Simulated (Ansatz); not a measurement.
C2H7N, SMILES `CCN` (charge 0, multiplicity 1).

Z-matrix (Å, degrees):
```
C
H 1 1.0946
H 1 1.0946 2 105.85
N 1 1.4538 2 107.75 3 -115.06
H 4 1.0133 1 110.27 2 -64.43
H 4 1.0133 5 106.52 1 119.64
C 1 1.5211 2 109.64 3 118.18
H 7 1.0939 1 111.48 2 -57.90
H 7 1.0940 8 107.82 1 -121.97
H 7 1.0940 8 107.82 9 -116.07
```
Charge 0, spin multiplicity 1.

Frozen-core energies in 6-31g from Ansatz (an electronic-structure program) at a geometry from PBE0-D3(BJ)/def2-TZVP; the HF reference has <S^2> = 0.00 and the T1 diagnostic is 0.006.

```
level     energy (Ha)  difference from CCSDTQ (mHa)
--------  -----------  ----------------------------
HF         -134.18949                        339.53
MP2        -134.48448                         44.54
CCSD       -134.52157                          7.45
CCSD(T)    -134.52800                          1.02
CCSDT      -134.52850                          0.52
CCSDT(Q)   -134.52906                         -0.04
CCSDTQ     -134.52902                          0.00
```
